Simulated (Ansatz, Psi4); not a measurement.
## Worked example: the enthalpy of formation of N2H (dinitrogen monohydride)

The species is N2H (3 atoms), meant as a doublet with charge 0. As SMILES, `[N]=N`. Geometry: relaxed at PBE0-D4/def2-TZVP.

```xyz
3

N     0.7105   -0.6067    0.3262
N    -0.2687   -0.2177   -0.1701
H    -0.4419    0.8244   -0.1561
```

Total energies at UB3LYP/6-31G* (Cartesian functions) (Psi4 1.11); the atoms run unrestricted:

```
species    state  energy (Eh)
    N2H  doublet  -110.029113
      N  quartet   -54.584490
      H  doublet    -0.500273
```

Harmonic wavenumbers at UPBE0-D4/def2-TZVP, in cm⁻¹: 1115, 1916, 2825.

Measured heats of formation of the gaseous atoms at 298.15 K, in kJ/mol: N 472.4, H 218.0. Take 1 Eh = 2625.50 kJ/mol, 1 cm⁻¹ = 0.0119627 kJ/mol, RT = 2.479 kJ/mol.

Problem. Work out the heat of formation of the gas at 298 K.

Solution. 
1. Electronic atomisation energy: 2 × (-54.584490) + (-0.500273) − (-110.029113) = 0.359860 Eh = 944.8 kJ/mol.
2. Zero-point energy: half the sum of the wavenumbers, 2928 cm⁻¹ = 35.0 kJ/mol.
3. Thermal vibrational enthalpy, Σ hcν̃/(exp(hcν̃/kT) − 1): 0.1 kJ/mol. Translation, rotation and pV of a non-linear molecule: 4 RT = 9.9 kJ/mol.
4. The 3 free atoms carry 5/2 RT each: 18.6 kJ/mol.
5. Atomisation enthalpy at 298 K: 944.8 − 35.0 − 0.1 − 9.9 + 18.6 = 918.4 kJ/mol.
6. Sum of the atoms' heats of formation: 1162.8 kJ/mol. Heat of formation: 1162.8 − 918.4 = +244.4 kJ/mol.

The tabulated value is +249.5 kJ/mol (Active Thermochemical Tables), so this level is off by -5.1 kJ/mol, or 0.6 % of the atomisation enthalpy that the table implies (913.4 kJ/mol). So close a hit in a small basis owes something to errors that cancel. Anharmonicity and any spin-orbit splitting of the molecule are left out.
